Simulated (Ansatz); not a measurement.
Ansatz (a quantum-chemistry and plane-wave program) input (CCSD(T)/6-31G*):

Ansatz 0.2 input:
```yaml
crystal:
  periodic: [false, false, false]
  atoms:
    - {symbol: C, position_ang: [0.00321063, 1.07723153, 0.05140708]}
    - {symbol: C, position_ang: [-0.00311261, -1.04434114, -0.04983750]}
    - {symbol: C, position_ang: [-1.09975982, 0.06552535, -0.00413319]}
    - {symbol: C, position_ang: [1.10012885, 0.05829224, 0.01004195]}
    - {symbol: H, position_ang: [0.00642986, 2.15734776, 0.10295182]}
    - {symbol: H, position_ang: [0.00083048, -1.63620330, -0.96378666]}
    - {symbol: H, position_ang: [-0.01083500, -1.72051080, 0.80359931]}
    - {symbol: H, position_ang: [-1.75911514, 0.02859720, 0.87116926]}
    - {symbol: H, position_ang: [-1.74750663, 0.11249291, -0.88758417]}
    - {symbol: H, position_ang: [1.74789278, 0.01706635, 0.89376693]}
    - {symbol: H, position_ang: [1.75950128, 0.10096206, -0.86498650]}
basis:
  gaussian:
    orbitals: 6-31G*
magnetization: {spin_polarized: true, initial_magnetization: 1}
correlation: {method: ccsd_t, electrons: outside_noble_gas}
```

Output:

```
Functional definition: HF
integrals: 0.09 GiB planned
802 factors; integrals over basis functions are off by at most 8.9e-4 eV
mean field: 0.19 GiB planned
mean field evaluation 1: about -4228.1269 eV, gradient 1.9e1 eV
mean field evaluation 2: about -4228.1263 eV, gradient 1.9e1 eV
mean field evaluation 4: about -4230.3987 eV, gradient 2.7e0 eV
mean field evaluation 8: about -4230.4648 eV, gradient 4.9e-2 eV
mean field evaluation 16: about -4230.4025 eV, gradient 2.7e0 eV
mean field evaluation 32: about -4230.4646 eV, gradient 6.5e-6 eV
mean field -4230.46457037 eV, -155.4667054491 hartree, gradient 1.7e-6 eV, S^2 0.766222; 1 other end points of the search recorded, 0 dependent functions left out
4 core orbitals not correlated
reference -4230.46457037 eV, -155.4667054491 hartree; 12, 11 occupied and 58, 59 virtual orbitals, 802 factors
second order -13.40247936 eV of doubles, -0.00000000 eV of singles
coupled cluster: 0.36 GiB planned
cycle   1  -14.22100941 eV  change   -8.2e-1 eV  update   7.8e-2
cycle   2  -14.65238889 eV  change   -4.3e-1 eV  update   2.5e-2
cycle   3  -14.71936573 eV  change   -6.7e-2 eV  update   1.0e-2
cycle   4  -14.72111539 eV  change   -1.7e-3 eV  update   3.7e-3
cycle   5  -14.72172670 eV  change   -6.1e-4 eV  update   1.5e-3
cycle   6  -14.72149427 eV  change    2.3e-4 eV  update   4.7e-4
cycle   7  -14.72145789 eV  change    3.6e-5 eV  update   1.7e-4
cycle   8  -14.72147930 eV  change   -2.1e-5 eV  update   5.8e-5
cycle   9  -14.72146919 eV  change    1.0e-5 eV  update   2.1e-5
perturbative correction -0.45542051 eV, -0.0167363952 hartree
Total energy: -4245.64146007 eV, -156.0244458584 hartree
```

It need not be the lowest isomer of its formula.
